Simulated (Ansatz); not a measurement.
Geometry optimisation, Ansatz 0.2.0, RKS PBE/6-31G.

input.yaml

```yaml
crystal:
  periodic: [false, false, false]
  atoms:
    - { symbol: C, position_ang: [-0.5866, 0.7058, -0.2726] }
    - { symbol: B, position_ang: [0.6886, -0.0854, -0.0417] }
    - { symbol: S, position_ang: [2.28774, 0.83531, 0.2444] }
    - { symbol: H, position_ang: [-1.4142, 0.0661, -0.4273] }
    - { symbol: H, position_ang: [-0.5181, 1.3713, -1.2096] }
    - { symbol: H, position_ang: [-0.8294, 1.4188, 0.5905] }
    - { symbol: H, position_ang: [0.68185, -1.28808, -0.04047] }
    - { symbol: H, position_ang: [2.11827, 0.82984, 1.60075] }
basis:
  gaussian: { orbitals: "6-31G" }
hamiltonian:
  xc: pbe
relax:
  f_tol: 0.015
  max_steps: 40
```

Run as:

```bash
$ ansatz run input.yaml --threads 1 --pin off --max-ram 2048MiB --backend cpu --events-out ev --progress --plain --runs-dir out
```

Question: Where does it end, and by what steps?

Answer: It converged. Limits of this set-up: no polarisation functions. After 17 steps the energy has fallen by 0.969 eV; H8 moved furthest, 1.23 Å.

```csv
step,energy less start (eV),largest force component (eV/Å),accepted
0,0.0000,2.249,yes
1,-0.1733,0.891,yes
2,-0.2776,0.808,yes
3,-0.4110,1.475,yes
4,-0.6164,1.247,yes
5,-0.7964,0.877,yes
6,-0.9008,0.318,yes
7,-0.9002,0.597,no
8,-0.9315,0.116,yes
9,-0.9441,0.081,yes
10,-0.9522,0.257,yes
11,-0.9653,0.071,yes
12,-0.9212,0.595,no
13,-0.9679,0.019,yes
14,-0.9678,0.105,no
15,-0.9680,0.069,yes
16,-0.9685,0.022,yes
17,-0.9685,0.014,yes
```

```xyz
8
Properties=species:S:1:pos:R:3
C -0.683 0.760 -0.399
B 0.555 0.154 0.339
S 2.184 0.999 0.232
H -1.103 0.010 -1.098
H -0.486 1.688 -0.961
H -1.488 0.961 0.336
H 0.496 -0.858 0.987
H 2.953 0.141 1.007
```

Time of the run: 23 s on 1 thread of Arm Neoverse V2, with other jobs on the host, peak memory 0.12 GiB.
